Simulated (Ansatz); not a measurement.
Compare A (`FCC1(F)CC1`) with its isomer B (`C/C(F)=C/CF`).

Isolated molecules relaxed with PBE0-D4/def2-TZVP in Ansatz; ΔE leaves out vibrations. CCSD(T)/CBS adds triple-zeta CCSD(T) − MP2 to the extrapolated MP2 energy (def2 sets, frozen cores). DFT in def2-TZVPP. B3LYP here is the variant with VWN-RPA as its local correlation; programs differ in this. Each species was taken in one conformer, which may not be the lowest.

Question: Which is lower in electronic energy at CCSD(T)/CBS, and by how much? (Best estimate.)

Answer: Ansatz gave: B, by 11.5 kcal/mol.

Question: Give E(B) − E(A) in kcal/mol with B3LYP-D4, HF/def2-TZVPP, PBE0-D4, ωB97M-V, CCSD(T)/def2-TZVPP, MP2/def2-TZVPP, CCSD/def2-TZVPP. (Estimate.)

Answer: Computed: B3LYP-D4 -13.7, HF/def2-TZVPP -12.9, PBE0-D4 -9.1, ωB97M-V -10.0, CCSD(T)/def2-TZVPP -11.1, MP2/def2-TZVPP -9.5, CCSD/def2-TZVPP -10.6. None reverses the order clearly.

Largest T1 diagnostic: 0.011.

In def2-TZVPP, CCSD(T) changes the Hartree–Fock value by +1.9 kcal/mol (the triples alone add −0.4 kcal/mol) and MP2 by +3.5 kcal/mol. From PBE to PBE0 (25 % exact exchange), in def2-TZVPP and without D4, E(B) − E(A) moves by +2.2 kcal/mol.
